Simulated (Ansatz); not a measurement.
Cartesian coordinates in Å:
```
C -0.276 0.888 1.308
N -0.723 0.089 0.183
C 0.224 -0.049 -0.849
C 0.405 -1.264 -1.584
N 1.342 -1.111 -0.766
H -1.088 0.989 2.030
H 0.604 0.476 1.821
H -0.022 1.891 0.958
H -1.072 -0.811 0.483
H 0.534 0.902 -1.274
H 0.072 -2.001 -2.308
```

Charge 0, multiplicity 1.

Question: List the ωB97M-V/def2-TZVPP orbital energies in eV (the Gaussian-basis code of Ansatz). (Best estimate.)

Answer: Computed: Occupied: -395.10, -394.53, -283.24, -282.92, -281.93, -30.72, -27.93, -22.01, -19.95, -19.10, -16.99, -15.97, -14.75, -14.36, -13.30, -13.04, -11.37, -10.78, -8.68. Lowest empty: 1.76, 2.95, 3.42, 3.65, 4.14, 4.67, 5.02, 5.41.
